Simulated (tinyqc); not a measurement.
Inside a calculation (part 1 of 2). Method: CIS and TDHF on RHF in the sto-3g basis, frozen core, for BH2+, spin multiplicity 1. Computed by tinyqc, a small Python program that keeps every step (integrals from PySCF). Settings: charge = 1, multiplicity = 1, basis = sto-3g, method = RHF, frozen orbitals = 1, energy threshold = 1e-10, iteration cap = 61, orthogonalisation = symmetric, start = Wolfsberg-Helmholz matrix, DIIS depth = 6, TDHF = 1. Command: `OMP_NUM_THREADS=1 python tinyqc.py 29122 29123 out.jsonl` (the two numbers bound the seeds that draw the settings). One thread of a shared host (Intel(R) Xeon(R) Processor @ 2.60GHz), about 0.06 s of CPU time with the checks. The early iterations of the SCF are left out here.

## One-electron integrals

Geometry (angstrom):
```
atom         x          y         z
B     0.000000   0.000000  0.000000
H     0.000000   1.160000  0.578000
H     0.000000  -1.160000  0.578000
```

Basis sto-3g: exponents (1/bohr^2) and contraction coefficients of normalised primitives:
```
element  l (shell)   exponent  coefficient
B            s (1)  48.791113     0.154329
B            s (1)   8.887362     0.535328
B            s (1)   2.405267     0.444635
B            s (2)   2.236956    -0.099967
B            s (2)   0.519821     0.399513
B            s (2)   0.169062     0.700115
B            p (3)   2.236956     0.155916
B            p (3)   0.519821     0.607684
B            p (3)   0.169062     0.391957
H            s (1)   3.425251     0.154329
H            s (1)   0.623914     0.535328
H            s (1)   0.168855     0.444635
```

Overlap, kinetic and nuclear-attraction integrals over the contracted functions; the nuclear repulsion is the sum of Za Zb / Rab.

nuclear repulsion = 4.31116847 hartree

overlap S:
```
           1B 1s     1B 2s    1B 2px     1B 2py    1B 2pz     2H 1s      3H 1s
1B 1s   1.000000  0.269328  0.000000   0.000000  0.000000  0.052260   0.052260
1B 2s   0.269328  1.000000  0.000000   0.000000  0.000000  0.422583   0.422583
1B 2px  0.000000  0.000000  1.000000   0.000000  0.000000  0.000000   0.000000
1B 2py  0.000000  0.000000  0.000000   1.000000  0.000000  0.403297  -0.403297
1B 2pz  0.000000  0.000000  0.000000   0.000000  1.000000  0.200953   0.200953
2H 1s   0.052260  0.422583  0.000000   0.403297  0.200953  1.000000   0.068873
3H 1s   0.052260  0.422583  0.000000  -0.403297  0.200953  0.068873   1.000000
```

kinetic energy T (hartree):
```
            1B 1s      1B 2s    1B 2px     1B 2py    1B 2pz      2H 1s      3H 1s
1B 1s   10.826302  -0.047967  0.000000   0.000000  0.000000  -0.013921  -0.013921
1B 2s   -0.047967   0.359168  0.000000   0.000000  0.000000   0.064218   0.064218
1B 2px   0.000000   0.000000  1.123881   0.000000  0.000000   0.000000   0.000000
1B 2py   0.000000   0.000000  0.000000   1.123881  0.000000   0.160774  -0.160774
1B 2pz   0.000000   0.000000  0.000000   0.000000  1.123881   0.080110   0.080110
2H 1s   -0.013921   0.064218  0.000000   0.160774  0.080110   0.760032  -0.011409
3H 1s   -0.013921   0.064218  0.000000  -0.160774  0.080110  -0.011409   0.760032
```

nuclear attraction V (hartree):
```
             1B 1s      1B 2s     1B 2px     1B 2py     1B 2pz      2H 1s      3H 1s
1B 1s   -23.964003  -3.359299   0.000000   0.000000  -0.013974  -0.655297  -0.655297
1B 2s    -3.359299  -4.569105   0.000000   0.000000  -0.127578  -1.663801  -1.663801
1B 2px    0.000000   0.000000  -4.469689   0.000000   0.000000   0.000000   0.000000
1B 2py    0.000000   0.000000   0.000000  -4.635426   0.000000  -1.495532   1.495532
1B 2pz   -0.013974  -0.127578   0.000000   0.000000  -4.510838  -0.766448  -0.766448
2H 1s    -0.655297  -1.663801   0.000000  -1.495532  -0.766448  -3.476882  -0.266639
3H 1s    -0.655297  -1.663801   0.000000   1.495532  -0.766448  -0.266639  -3.476882
```

core Hamiltonian H = T + V (hartree):
```
             1B 1s      1B 2s     1B 2px     1B 2py     1B 2pz      2H 1s      3H 1s
1B 1s   -13.137701  -3.407267   0.000000   0.000000  -0.013974  -0.669218  -0.669218
1B 2s    -3.407267  -4.209937   0.000000   0.000000  -0.127578  -1.599583  -1.599583
1B 2px    0.000000   0.000000  -3.345809   0.000000   0.000000   0.000000   0.000000
1B 2py    0.000000   0.000000   0.000000  -3.511545   0.000000  -1.334758   1.334758
1B 2pz   -0.013974  -0.127578   0.000000   0.000000  -3.386957  -0.686338  -0.686338
2H 1s    -0.669218  -1.599583   0.000000  -1.334758  -0.686338  -2.716850  -0.278049
3H 1s    -0.669218  -1.599583   0.000000   1.334758  -0.686338  -0.278049  -2.716850
```

## Two-electron integrals

Functions are numbered as in S; the eight-fold symmetry (ij|kl) = (ji|kl) = (kl|ij) leaves the list below.

Two-electron integrals (ij|kl) in chemists' order, unique and non-zero (hartree):
```
(11|11) 2.923513    (21|11) 0.518376    (21|21) 0.109262    (22|11) 0.744229
(22|21) 0.193177    (22|22) 0.544804    (31|31) 0.020264    (32|31) 0.029996
(32|32) 0.120346    (33|11) 0.742491    (33|21) 0.193240    (33|22) 0.544682
(33|33) 0.586773    (41|41) 0.020264    (42|41) 0.029996    (42|42) 0.120346
(43|43) 0.031630    (44|11) 0.742491    (44|21) 0.193240    (44|22) 0.544682
(44|33) 0.523513    (44|44) 0.586773    (51|51) 0.020264    (52|51) 0.029996
(52|52) 0.120346    (53|53) 0.031630    (54|54) 0.031630    (55|11) 0.742491
(55|21) 0.193240    (55|22) 0.544682    (55|33) 0.523513    (55|44) 0.523513
(55|55) 0.586773    (61|11) 0.100150    (61|21) 0.021044    (61|22) 0.037353
(61|33) 0.037172    (61|41) 0.001360    (61|42) 0.002511    (61|44) 0.037624
(61|51) 0.000677    (61|52) 0.001251    (61|54) 0.000225    (61|55) 0.037285
(61|61) 0.004180    (62|11) 0.243728    (62|21) 0.064261    (62|22) 0.199622
(62|33) 0.193893    (62|41) 0.006332    (62|42) 0.038702    (62|44) 0.207511
(62|51) 0.003155    (62|52) 0.019284    (62|54) 0.006785    (62|55) 0.197274
(62|61) 0.013218    (62|62) 0.101191    (63|31) 0.006405    (63|32) 0.029997
(63|43) 0.007209    (63|53) 0.003592    (63|63) 0.011094    (64|11) 0.204958
(64|21) 0.054752    (64|22) 0.179496    (64|33) 0.169964    (64|41) 0.011060
(64|42) 0.061768    (64|44) 0.195587    (64|51) 0.002320    (64|52) 0.015831
(64|54) 0.009176    (64|55) 0.172746    (64|61) 0.011805    (64|62) 0.106514
(64|64) 0.120933    (65|11) 0.102125    (65|21) 0.027282    (65|22) 0.089439
(65|33) 0.084689    (65|41) 0.002320    (65|42) 0.015831    (65|44) 0.090273
(65|51) 0.007561    (65|52) 0.037885    (65|54) 0.009991    (65|55) 0.093259
(65|61) 0.005882    (65|62) 0.053073    (65|64) 0.054730    (65|65) 0.038364
(66|11) 0.404023    (66|21) 0.108501    (66|22) 0.381455    (66|33) 0.358834
(66|41) 0.012911    (66|42) 0.104867    (66|44) 0.412842    (66|51) 0.006433
(66|52) 0.052253    (66|54) 0.026911    (66|55) 0.372243    (66|61) 0.022736
(66|62) 0.247798    (66|64) 0.283360    (66|65) 0.141192    (66|66) 0.774606
(71|11) 0.100150    (71|21) 0.021044    (71|22) 0.037353    (71|33) 0.037172
(71|41) -0.001360   (71|42) -0.002511   (71|44) 0.037624    (71|51) 0.000677
(71|52) 0.001251    (71|54) -0.000225   (71|55) 0.037285    (71|61) 0.003982
(71|62) 0.012020    (71|64) 0.009772    (71|65) 0.005364    (71|66) 0.020159
(71|71) 0.004180    (72|11) 0.243728    (72|21) 0.064261    (72|22) 0.199622
(72|33) 0.193893    (72|41) -0.006332   (72|42) -0.038702   (72|44) 0.207511
(72|51) 0.003155    (72|52) 0.019284    (72|54) -0.006785   (72|55) 0.197274
(72|61) 0.012020    (72|62) 0.065192    (72|64) 0.051210    (72|65) 0.033369
(72|66) 0.120785    (72|71) 0.013218    (72|72) 0.101191    (73|31) 0.006405
(73|32) 0.029997    (73|43) -0.007209   (73|53) 0.003592    (73|63) 0.006426
(73|73) 0.011094    (74|11) -0.204958   (74|21) -0.054752   (74|22) -0.179496
(74|33) -0.169964   (74|41) 0.011060    (74|42) 0.061768    (74|44) -0.195587
(74|51) -0.002320   (74|52) -0.015831   (74|54) 0.009176    (74|55) -0.172746
(74|61) -0.009772   (74|62) -0.051210   (74|64) -0.035191   (74|65) -0.025766
(74|66) -0.090834   (74|71) -0.011805   (74|72) -0.106514   (74|74) 0.120933
(75|11) 0.102125    (75|21) 0.027282    (75|22) 0.089439    (75|33) 0.084689
(75|41) -0.002320   (75|42) -0.015831   (75|44) 0.090273    (75|51) 0.007561
(75|52) 0.037885    (75|54) -0.009991   (75|55) 0.093259    (75|61) 0.005364
(75|62) 0.033369    (75|64) 0.025766    (75|65) 0.023129    (75|66) 0.064541
(75|71) 0.005882    (75|72) 0.053073    (75|74) -0.054730   (75|75) 0.038364
(76|11) 0.039369    (76|21) 0.010365    (76|22) 0.032298    (76|33) 0.031428
(76|44) 0.032601    (76|51) 0.000883    (76|52) 0.005378    (76|55) 0.032836
(76|61) 0.002049    (76|62) 0.013630    (76|64) 0.012568    (76|65) 0.007811
(76|66) 0.029684    (76|71) 0.002049    (76|72) 0.013630    (76|74) -0.012568
(76|75) 0.007811    (76|76) 0.002336    (77|11) 0.404023    (77|21) 0.108501
(77|22) 0.381455    (77|33) 0.358834    (77|41) -0.012911   (77|42) -0.104867
(77|44) 0.412842    (77|51) 0.006433    (77|52) 0.052253    (77|54) -0.026911
(77|55) 0.372243    (77|61) 0.020159    (77|62) 0.120785    (77|64) 0.090834
(77|65) 0.064541    (77|66) 0.227869    (77|71) 0.022736    (77|72) 0.247798
(77|74) -0.283360   (77|75) 0.141192    (77|76) 0.029684    (77|77) 0.774606
```

## Orthogonalisation

S = U s U^T; symmetric (Loewdin) form X = U s^(-1/2) U^T, so that X^T S X = 1.

eigenvalues of S: 0.345441  0.394176  0.869808  1.000000  1.090030  1.536951  1.763594

X:
```
            1B 1s      1B 2s    1B 2px     1B 2py     1B 2pz      2H 1s      3H 1s
1B 1s    1.031625  -0.163134  0.000000   0.000000  -0.010111   0.026377   0.026377
1B 2s   -0.163134   1.225604  0.000000   0.000000   0.090994  -0.286557  -0.286557
1B 2px   0.000000   0.000000  1.000000   0.000000   0.000000   0.000000   0.000000
1B 2py   0.000000   0.000000  0.000000   1.176009   0.000000  -0.277442   0.277442
1B 2pz  -0.010111   0.090994  0.000000   0.000000   1.042064  -0.133046  -0.133046
2H 1s    0.026377  -0.286557  0.000000  -0.277442  -0.133046   1.204288  -0.019101
3H 1s    0.026377  -0.286557  0.000000   0.277442  -0.133046  -0.019101   1.204288
```

## Iteration 7 (converged): orbitals

converged F (hartree):
```
            1B 1s      1B 2s     1B 2px     1B 2py     1B 2pz      2H 1s      3H 1s
1B 1s   -7.929383  -2.302953   0.000000   0.000000   0.009399  -0.456995  -0.456995
1B 2s   -2.302953  -1.429332   0.000000   0.000000  -0.105851  -0.661437  -0.661437
1B 2px   0.000000   0.000000  -0.163493   0.000000   0.000000   0.000000   0.000000
1B 2py   0.000000   0.000000   0.000000  -0.610063   0.000000  -0.485023   0.485023
1B 2pz   0.009399  -0.105851   0.000000   0.000000  -0.214807  -0.198666  -0.198666
2H 1s   -0.456995  -0.661437   0.000000  -0.485023  -0.198666  -0.648677  -0.116452
3H 1s   -0.456995  -0.661437   0.000000   0.485023  -0.198666  -0.116452  -0.648677
```

Diagonalise F' = X^T F X, C = X C', fill 3 alpha and 3 beta electrons from the bottom; D = 2 C_occ C_occ^T. Each column has its largest component positive (the first on a tie).

F' = X^T F X (hartree):
```
           1          2          3          4          5          6          7
1  -7.741514  -1.169864   0.000000   0.000000   0.002123  -0.037711  -0.037711
2  -1.169864  -0.723991   0.000000   0.000000   0.025038  -0.374012  -0.374012
3   0.000000   0.000000  -0.163493   0.000000   0.000000   0.000000   0.000000
4   0.000000   0.000000   0.000000  -0.292648   0.000000  -0.392784   0.392784
5   0.002123   0.025038   0.000000   0.000000  -0.149279  -0.154702  -0.154702
6  -0.037711  -0.374012   0.000000  -0.392784  -0.154702  -0.270019  -0.038037
7  -0.037711  -0.374012   0.000000   0.392784  -0.154702  -0.038037  -0.270019
```

orbital energies (hartree): MO1 -7.933887, MO2 -0.963645, MO3 -0.818623, MO4 -0.232063, MO5 -0.163493, MO6 0.206754, MO7 0.293992

coefficients C:
```
              MO1        MO2        MO3        MO4       MO5        MO6        MO7
1B 1s    0.992265  -0.236396   0.000000   0.131258  0.000000  -0.186153   0.000000
1B 2s    0.029527   0.687404   0.000000  -0.542472  0.000000   0.966208   0.000000
1B 2px   0.000000   0.000000   0.000000   0.000000  1.000000   0.000000   0.000000
1B 2py   0.000000   0.000000   0.584161   0.000000  0.000000   0.000000   1.093481
1B 2pz   0.001018   0.104139   0.000000   0.813079  0.000000   0.676564   0.000000
2H 1s   -0.005035   0.298794   0.393326   0.239045  0.000000  -0.810185  -0.818907
3H 1s   -0.005035   0.298794  -0.393326   0.239045  0.000000  -0.810185   0.818907
```

D after iteration 7:
```
            1B 1s      1B 2s    1B 2px     1B 2py     1B 2pz      2H 1s      3H 1s
1B 1s    2.080948  -0.266401  0.000000   0.000000  -0.047217  -0.151260  -0.151260
1B 2s   -0.266401   0.946791  0.000000   0.000000   0.143231   0.410486   0.410486
1B 2px   0.000000   0.000000  0.000000   0.000000   0.000000   0.000000   0.000000
1B 2py   0.000000   0.000000  0.000000   0.682489   0.000000   0.459531  -0.459531
1B 2pz  -0.047217   0.143231  0.000000   0.000000   0.021692   0.062222   0.062222
2H 1s   -0.151260   0.410486  0.000000   0.459531   0.062222   0.488016  -0.130804
3H 1s   -0.151260   0.410486  0.000000  -0.459531   0.062222  -0.130804   0.488016
```

## Convergence

Stop when the energy changes by less than 1e-10 hartree and every element of the error matrix X^T (F D S - S D F) X is below 3e-06.

Course of the cycle:
```
iteration   E (hartree)     change  largest element of the error matrix
1          -25.06220037          -                             2.75e-01
2          -25.11619562  -5.40e-02                             5.04e-02
3          -25.12396482  -7.77e-03                             1.51e-02
4          -25.12472282  -7.58e-04                             2.43e-04
5          -25.12472295  -1.28e-07                             2.23e-05
6          -25.12472295  -7.12e-10                             2.90e-06
7          -25.12472295  -1.62e-11                             3.34e-07
```

PySCF RHF in the same basis = -25.12472295 hartree

Converged in 7 iterations.

## Integrals over molecular orbitals

(pq|rs) = sum C_ip C_jq C_kr C_ls (ij|kl), one index at a time.

one-electron integrals over orbitals h = C^T H C (hartree):
```
            1          2          3          4          5          6          7
1  -13.124439   0.287426   0.000000  -0.175299   0.000000   0.192486   0.000000
2    0.287426  -3.415688   0.000000   0.105287   0.000000  -0.503788   0.000000
3    0.000000   0.000000  -3.179610   0.000000   0.000000   0.000000  -0.543122
4   -0.175299   0.105287   0.000000  -3.239709   0.000000  -0.265044   0.000000
5    0.000000   0.000000   0.000000   0.000000  -3.345809   0.000000   0.000000
6    0.192486  -0.503788   0.000000  -0.265044   0.000000  -2.695338   0.000000
7    0.000000   0.000000  -0.543122   0.000000   0.000000   0.000000  -2.688835
```

Two-electron integrals over orbitals (pq|rs), unique and non-zero (hartree); the lowest 1 orbital is frozen and left out:
```
(22|22) 0.470612    (32|32) 0.140865    (33|22) 0.461482    (33|33) 0.479029
(42|22) 0.019579    (42|33) 0.017016    (42|42) 0.070480    (43|32) 0.024247
(43|43) 0.031439    (44|22) 0.440813    (44|33) 0.424841    (44|42) -0.073233
(44|44) 0.575035    (52|52) 0.075003    (53|53) 0.018863    (54|52) -0.031935
(54|54) 0.042442    (55|22) 0.470760    (55|33) 0.436156    (55|42) -0.038910
(55|44) 0.506189    (55|55) 0.586773    (62|22) 0.050456    (62|33) 0.012179
(62|42) -0.003791   (62|44) 0.057246    (62|55) 0.099548    (62|62) 0.087462
(63|32) -0.066659   (63|43) -0.026823   (63|63) 0.075886    (64|22) 0.024144
(64|33) 0.002540    (64|42) -0.003417   (64|44) 0.043258    (64|55) 0.041810
(64|62) 0.048161    (64|64) 0.033894    (65|52) 0.050374    (65|54) -0.011405
(65|65) 0.041801    (66|22) 0.475580    (66|33) 0.467689    (66|42) 0.055140
(66|44) 0.408974    (66|55) 0.446293    (66|62) 0.034781    (66|64) 0.016868
(66|66) 0.525808    (72|32) -0.015245   (72|43) -0.031881   (72|63) 0.050501
(72|72) 0.053909    (73|22) 0.039474    (73|33) 0.023834    (73|42) -0.053398
(73|44) 0.101059    (73|55) 0.107079    (73|62) 0.070214    (73|64) 0.039324
(73|66) -0.006641   (73|73) 0.109139    (74|32) -0.069791   (74|43) 0.003534
(74|63) 0.040176    (74|72) 0.004059    (74|74) 0.055374    (75|53) 0.016501
(75|75) 0.018259    (76|32) 0.115941    (76|43) 0.037408    (76|63) -0.080031
(76|72) -0.042214   (76|74) -0.056902   (76|76) 0.124049    (77|22) 0.461881
(77|33) 0.479071    (77|42) -0.000739   (77|44) 0.457425    (77|55) 0.456305
(77|62) 0.012075    (77|64) 0.001347    (77|66) 0.476329    (77|73) 0.034270
(77|77) 0.506853
```

## CIS matrix, singlets

A(ia,jb) = (e_a - e_i) d_ij d_ab + 2 (ia|jb) - (ij|ab).

CIS matrix A, singlet (hartree):
```
           2>4       2>5        2>6        2>7        3>4       3>5        3>6        3>7
2>4   0.431730  0.000000  -0.031727   0.000000   0.000000  0.000000   0.000000  -0.037004
2>5   0.000000  0.479398   0.000000   0.000000   0.000000  0.000000   0.000000   0.000000
2>6  -0.031727  0.000000   0.869742   0.000000   0.000000  0.000000   0.000000   0.024487
2>7   0.000000  0.000000   0.000000   0.903575   0.006029  0.000000  -0.014938   0.000000
3>4   0.000000  0.000000   0.000000   0.006029   0.224596  0.000000  -0.056186   0.000000
3>5   0.000000  0.000000   0.000000   0.000000   0.000000  0.256699   0.000000   0.000000
3>6   0.000000  0.000000   0.000000  -0.014938  -0.056186  0.000000   0.709460   0.000000
3>7  -0.037004  0.000000   0.024487   0.000000   0.000000  0.000000   0.000000   0.851821
```

## CIS singlet states

dipole integrals <i|r|a> (bohr):
```
            x          y          z
2>4  0.000000   0.000000   0.867467
2>5  0.827521   0.000000   0.000000
2>6  0.000000   0.000000  -0.075706
2>7  0.000000  -0.485886   0.000000
3>4  0.000000   0.266389   0.000000
3>5  0.000000   0.000000   0.000000
3>6  0.000000  -1.091072   0.000000
3>7  0.000000   0.000000  -0.678378
```

Diagonalise A (1 hartree = 27.211386 eV); each vector has its largest component positive (the first on a tie). The transition dipole is mu = sqrt2 sum c_ia <i|r|a>.

singlet excitation energies (eV): 5.935988  6.985123  11.606407  13.045072  19.445522  22.722530  24.265162  24.622969

lowest vectors:
```
       state 1   state 2   state 3   state 4    state 5    state 6
2>4   0.000000  0.000000  0.994347  0.000000   0.000000  -0.027217
2>5   0.000000  0.000000  0.000000  1.000000   0.000000   0.000000
2>6   0.000000  0.000000  0.066611  0.000000   0.000000  -0.592799
2>7  -0.006267  0.000000  0.000000  0.000000   0.081875   0.000000
3>4   0.993527  0.000000  0.000000  0.000000  -0.112538   0.000000
3>5   0.000000  1.000000  0.000000  0.000000   0.000000   0.000000
3>6   0.113427  0.000000  0.000000  0.000000   0.990268   0.000000
3>7   0.000000  0.000000  0.082682  0.000000   0.000000   0.804890
```

oscillator strengths 2/3 w |mu|^2: 0.006027  0.000000  0.365273  0.437717  1.260566  0.306585

## TDHF (RPA) singlet states

B(ia,jb) = 2 (ia|jb) - (ib|ja); the squared energies are the eigenvalues of (A - B)(A + B); 1 hartree = 27.211386 eV.

TDHF matrix B, singlet (hartree):
```
           2>4       2>5        2>6        2>7        3>4       3>5        3>6        3>7
2>4   0.070480  0.000000  -0.003791   0.000000   0.000000  0.000000   0.000000  -0.074914
2>5   0.000000  0.075003   0.000000   0.000000   0.000000  0.000000   0.000000   0.000000
2>6  -0.003791  0.000000   0.087462   0.000000   0.000000  0.000000   0.000000   0.089927
2>7   0.000000  0.000000   0.000000   0.053909  -0.010364  0.000000   0.030788   0.000000
3>4   0.000000  0.000000   0.000000  -0.010364   0.031439  0.000000  -0.026823   0.000000
3>5   0.000000  0.000000   0.000000   0.000000   0.000000  0.018863   0.000000   0.000000
3>6   0.000000  0.000000   0.000000   0.030788  -0.026823  0.000000   0.075886   0.000000
3>7  -0.074914  0.000000   0.089927   0.000000   0.000000  0.000000   0.000000   0.109139
```

squared energies w^2 (hartree^2): 0.046664  0.065538  0.175413  0.224197  0.501698  0.689098  0.757927  0.815492

TDHF energies from the positive w^2 (eV): 5.878137  6.966239  11.396778  12.884428  19.274002  22.588689  23.689959  24.573135
